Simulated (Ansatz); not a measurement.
PH4, doublet along the distance P1-H3

Starting geometry (PBE0/def2-TZVP stationary point for this spin, not checked as a minimum):

```xyz
5

P     0.0456    0.0000    0.0000
H     0.1616    0.0000   -1.5147
H    -0.8626    1.0782    0.0000
H    -0.8626   -1.0782    0.0000
H     0.1616    0.0000    1.5147
```

From there H3 moves along the line of the two atoms named below, all else staying in place; atoms are numbered as listed. Energies are in kcal/mol, counted from the starting geometry at the same level. Kohn–Sham curves are unrestricted where that lies lower.

Basis 6-31G; Ansatz 0.2.0. Only valence electrons are correlated (noble-gas cores frozen).

Unrestricted Kohn–Sham rows aren't spin-pure: their determinants' ⟨S²⟩ exceeds S(S+1) by up to 0.26, so they mix in states of higher spin. A value is left out where its run failed or describes another state than the reference as far as symmetry and spin tell, or, spin-broken singlets apart, can't be checked.

In so small a basis the reference is far from its limit while semilocal and hybrid functionals are nearer theirs (RPA and double hybrids share much of the reference's basis error), so the functionals' errors here hold much of the reference's basis and frozen-core error, which can add to them or hide them.

Full CI is exact within this basis and frozen core; it isn't the basis-set limit.

| distance P1-H3 (Å) | full CI | PBE | r2SCAN | PBE0 | B3LYP | r2SCANh | wB97M-V | B2PLYP | PBE-QIDH | RPA-PBE |
| --- | --- | --- | --- | --- | --- | --- | --- | --- | --- | --- |
| 1.106 | 46.5 | 46.6 | 45.1 | 45.2 | 44.7 | 44.7 | 44.0 | 44.6 | 44.3 | 47.3 |
| 1.285 | 7.3 | 7.4 | 6.7 | 6.7 | 6.6 | 6.5 | 6.3 | 6.5 | 6.3 | 7.6 |
| 1.410 | 0.0 | 0.0 | 0.0 | 0.0 | 0.0 | 0.0 | 0.0 | 0.0 | 0.0 | 0.0 |
| 1.539 | 1.1 | 1.1 | 1.8 | 1.9 | 1.8 | 2.0 | 2.2 | 2.0 | 2.3 | 0.8 |
| 1.715 | 9.2 | 9.8 | 11.2 | 11.6 | 11.2 | 11.7 | 12.2 | 11.6 | 12.6 | 8.7 |
| 1.944 | 23.5 | 25.4 | 27.9 | 28.7 | 27.7 | 28.8 | 29.7 | 28.5 | 30.5 | 22.9 |
| 2.201 | 38.7 | 42.4 | 46.2 | 47.7 | 46.1 | 47.7 | 49.2 | 49.0 | 52.2 | 37.5 |
| 2.559 | 51.7 | 56.1 | 57.5 | 58.6 | 58.6 | 58.2 | 59.4 | 58.2 | 58.2 | 50.7 |
| 3.133 | 52.0 | 59.9 | 61.3 | 60.6 | 61.9 | 61.6 | 60.3 | 59.4 | 58.3 | 51.0 |
| 3.774 | 51.4 | 60.3 | 62.8 | 60.8 | 62.7 | 63.1 | 60.1 | – | 58.0 | 50.0 |
| 4.874 | 51.2 | 60.4 | 63.4 | 60.9 | 63.0 | 63.6 | 60.0 | 59.5 | 58.0 | 49.8 |
